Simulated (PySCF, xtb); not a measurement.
tetrafluoroethylene anion (C2F4), SMILES FC(F)=C(F)F (connectivity only; charge and spin as stated), charge -1, multiplicity 2.

Harmonic wavenumbers (cm⁻¹) from GFN2-xTB (xtb 6.7.1) at its own minimum, in rising order: 41, 175, 328, 332, 445, 456, 539, 931, 943, 943, 970, 1253.

### Question
What does PySCF with PBE-D3(BJ)/def2-SVPD give at its own minimum? (An estimate is asked for; the answer gives what the named calculation found.)

### Answer
99, 208, 345, 364, 465, 493, 588, 791, 938, 945, 945, 1234. Paired by order, the mean absolute difference is 36 cm⁻¹ and the zero-point energies are 10.5 and 10.6 kcal/mol.
